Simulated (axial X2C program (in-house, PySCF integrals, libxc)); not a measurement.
The numbers below are computed, except where a source is named.
BF: input and output

Program: an in-house all-electron X2C program for linear molecules (integrals from PySCF).

Input:
```json
{"zs": [9, 5], "q": 0, "bas": ["dyall-av3z", "dyall-v3z"], "levels": ["PBE0", "HF", "r2SCAN0"], "cc": true, "r0": 1.49, "thr": -2.0, "nmax": 90, "npts": 10, "nst": 2, "ntry": 6}
```
```bash
python so2c.py task.json out
```

Keys: zs atomic numbers; q charge; bas basis sets; levels methods; cc coupled cluster on or off; r0 starting distance in Å; thr threshold in hartree for freezing inner shells (an s shell follows its p shell); nmax most natural virtual spinors; npts points on the curve; nst determinants followed; ntry starts of the search. HF also brings MP2.

Output of the HF step, 2c, at R = 1.266 Å for the state Ω = 0. It starts from PBE0 orbitals of this distance.

```
two-component X2C + atomic mean field  HF
basis functions 96  fitting functions 539  grid points 4348
iter        total energy     max residual
   1       -124.241571709     4.59e-02
   2       -124.252155018     7.78e-03
   3       -124.252666560     4.30e-03
   4       -124.252771175     1.41e-03
   5       -124.252791055     3.98e-04
   6       -124.252792507     5.31e-05
   7       -124.252792535     1.78e-05
   8       -124.252792538     1.37e-06
   9       -124.252792538     9.67e-08
converged
one-electron -209.00123625  Coulomb 79.88942865  exact exchange -13.94297378  xc functional 0.00000000  nuclear repulsion 18.80961650  atomic mean-field constant -0.00762766
correlated 10  virtual 174  natural virtual 90  E(MP2) -0.336400859  MP2 remainder -0.009281244
iter   CCSD correlation   residual
   1     -0.327550668   1.26e-01
   2     -0.337287937   5.54e-02
   3     -0.340082061   2.55e-02
   4     -0.339834348   5.36e-03
   5     -0.339859590   1.52e-03
   6     -0.339856869   3.32e-04
   7     -0.339854208   8.03e-05
   8     -0.339854923   2.32e-05
   9     -0.339854517   8.32e-06
  10     -0.339854555   2.49e-06
  11     -0.339854479   9.04e-07
  12     -0.339854471   3.00e-07
(T) -0.011069603  T1 0.0212  D1 0.0288  max T2 0.127
```
Energies are in hartree; totals compare only within one Hamiltonian and basis. T1 in the output is the amplitude norm over the root of the electron number; divide by √2 for the Lee–Taylor value.
